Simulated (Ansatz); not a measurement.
**AlP (singlet): the correlation ladder, cc-pVTZ**

An exercise on one series of results from a longer session: the logs are not shown, and one member is left open.

Computed with Ansatz 0.2.0, Gaussian basis. Level: cc-pVTZ, core rule «outside noble gas», up to 10 orbitals frozen.

To be run: UHF; CCSD(T) on RHF; CCSD(T) on UHF; BCCD(T) on RHF; CISD; CCSDT(Q) on RHF; CCSDT(Q) on UHF; CCSDTQ on RHF.

8 further runs of the same task are left out: 4 for a known fault of the program, 4 set aside as unsound or not needed.

## The system

The geometry is a PBE0/def2-TZVP stationary point (not a proven minimum).

2 atoms, charge 0, spin multiplicity 1.

Atoms are counted from 1 here; the program's logs count them from 0.

Bond lengths: Al1–P2 2.073 Å.

The first run:

The input, in.yaml:

```yaml
crystal:
  periodic: [false, false, false]
  atoms:
    - {symbol: Al, position_ang: [0.000000, 0.000000, 0.000000]}
    - {symbol: P, position_ang: [0.000000, 0.000000, 2.072600]}
basis:
  gaussian: {orbitals: cc-pVTZ}
magnetization: {spin_polarized: true, initial_magnetization: 0}
hamiltonian: {xc: hf}
output: {orbitals: {seedname: orbitals}}
```

The run is started by

```sh
ansatz run in.yaml --threads 1 --pin off --events-out ev --progress --plain --max-ram 4096MiB --backend cpu
```

Among the steps run: UHF; CCSD(T) on RHF; CCSD(T) on UHF; BCCD(T) on RHF; CISD; CCSDT(Q) on RHF; CCSDT(Q) on UHF; CCSDTQ on RHF.

One table of the session follows, with a row left open; its other results are not shown here.

| method | from RCCSDTQ (kJ/mol) |
| --- | --- |
| RMP2 | +108.0 |
| CISD | ? |
| RCCSD | +59.8 |
| RCCSD(T) | +8.4 |
| BCCD(T) | +8.6 |
| RCCSDT | +6.3 |
| RCCSDT(Q) | -1.3 |
| RCCSDTQ | 0 |

**Question.** Estimate the row for CISD.

As computed: from RCCSDTQ (kJ/mol): +132.0. In the column «from RCCSDTQ (kJ/mol)» it is the highest.

Limits of these values: Left out of the table: RHF, UHF, UMP2, UCCSD, UCCSD(T), UCCSDT, UCCSDT(Q) (another determinant or state than the rows shown).
